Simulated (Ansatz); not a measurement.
**B2H3S− (SMILES BB[S-]): single points off equilibrium**

The task here is to estimate one member of a computed series from the others.

The runs use Ansatz 0.2.0, Gaussian basis; single points in def2-TZVPPD.

Cores are frozen in the correlated methods.

## Starting geometry

6 atoms, charge -1, spin multiplicity 1.

Atoms are counted from 1 here; the program's logs count them from 0.

Bond lengths: B1–B2 1.585 Å, B1–S3 2.013 Å, B1–H4 1.229 Å, B1–H5 1.393 Å, B2–S3 1.752 Å, B2–H6 1.257 Å. Angles: B2–B1–S3 56.8°, B2–B1–H4 117.9°, B2–B1–H5 126.0°, S3–B1–H4 113.3°, S3–B1–H5 109.8°, H4–B1–H5 115.1°, B1–B2–S3 74.0°, B1–B2–H6 160.4°, S3–B2–H6 125.5°, B1–S3–B2 49.2°.

Geometry (Å):

| atom | x (Å) | y (Å) | z (Å) |
| --- | --- | --- | --- |
| B1 | -0.3546 | 0.1046 | -0.5908 |
| B2 | 0.6659 | -0.4004 | 0.5121 |
| S3 | -0.3422 | 0.7969 | 1.2997 |
| H4 | 0.0457 | 0.9273 | -1.4114 |
| H5 | -1.5957 | -0.4593 | -0.8781 |
| H6 | 1.5913 | -1.0508 | 1.0606 |

The first run:

Contents of run/in.yaml:

```yaml
crystal:
  periodic: [false, false, false]
  atoms:
    - {symbol: B, position_ang: [-0.354551, 0.104641, -0.590816]}
    - {symbol: B, position_ang: [0.665949, -0.400431, 0.512051]}
    - {symbol: S, position_ang: [-0.342231, 0.796885, 1.299652]}
    - {symbol: H, position_ang: [0.045740, 0.927250, -1.411386]}
    - {symbol: H, position_ang: [-1.595715, -0.459256, -0.878125]}
    - {symbol: H, position_ang: [1.591321, -1.050778, 1.060558]}
basis:
  gaussian: {orbitals: "def2-TZVPPD.json"}
total_charge: -1
hamiltonian: {xc: pbe, dispersion: d4}
output: {forces: true}
```

The basis file named in the input lies beside it (Basis Set Exchange, JSON).

Started as:

```console
> ansatz run in.yaml --threads 2 --pin off --events-out ev --progress --plain --max-ram 3481MiB
```

Among the steps run: PBE-D4/def2-TZVPPD; r2SCAN-D4/def2-TZVPPD; PBE0-D4/def2-TZVPPD; wB97M-V/def2-TZVPPD; CCSD(T)/def2-TZVPPD.

One of the session's tables, all rows but one given; the rest of the session is left out.

| method | RMS force component (eV/Å) | angle to CCSD(T) forces (°) |
| --- | --- | --- |
| PBE-D4 | 1.068 | 3.9 |
| r2SCAN-D4 | ? | ? |
| PBE0-D4 | 1.101 | 6.0 |
| wB97M-V | 1.148 | 5.6 |
| CCSD(T) | 1.232 | reference |

Estimate the missing values for r2SCAN-D4.

As computed: RMS force component (eV/Å): 1.096; angle to CCSD(T) forces (°): 4.5. In the column «RMS force component (eV/Å)» it lies between PBE-D4 (1.068) and PBE0-D4 (1.101).
